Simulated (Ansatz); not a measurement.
Start from Pd in the fcc (Cu type) structure (space group Fm-3m, No. 225).

```yaml
crystal:
  lattice:
    - [0.00000, 1.95418, 1.95418]
    - [1.95418, 0.00000, 1.95418]
    - [1.95418, 1.95418, 0.00000]
  atoms:
    - { symbol: Pd, position: [0.00000, 0.00000, 0.00000] }
```

The values are results of Ansatz (a program for electronic structure), r2SCAN, PAW, cutoff 500 eV, without spin-orbit coupling, not measurements.

The change: full substitution Pd → Ag; the structure is relaxed again.

Measured lattice parameter a: Pd 3.876 Å (static lattice; corrected from measurement; as listed in Daniel Mejia-Rodriguez, S. B. Trickey, Phys. Rev. B (2018)); Ag 4.062 Å (static lattice; corrected from measurement; as listed in Daniel Mejia-Rodriguez, S. B. Trickey, Phys. Rev. B (2018)).

Question: How well does r2SCAN reproduce the measured shift?

Answer: With r2SCAN the lattice parameter a moves by +0.197 Å (3.908 → 4.105) against +0.186 Å measured.

Stability against distortions was not tested. The final runs are not spin-polarised. Pd has a high density of states at the Fermi level and may be magnetic at this level.
